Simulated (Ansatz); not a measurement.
Input for Ansatz (an electronic-structure program): U-SVWN5/def2-TZVPPD on PH2 (SMILES [PH2]), 2S+1 = 2. Files ending in .json are basis or fitting sets from the Basis Set Exchange.

Ansatz 0.2 input:
```yaml
crystal:
  periodic: [false, false, false]
  atoms:
    - {symbol: P, position_ang: [0.00000000, 0.00000000, -0.11565700]}
    - {symbol: H, position_ang: [1.02013000, 0.00000000, 0.86742700]}
    - {symbol: H, position_ang: [-1.02013000, 0.00000000, 0.86742700]}
basis:
  gaussian:
    orbitals: def2-TZVPPD.json
hamiltonian:
  xc: {name: SVWN5}
magnetization: {spin_polarized: true, initial_magnetization: 1}
```

Give the final energy of this run.

-341.2235 hartree.
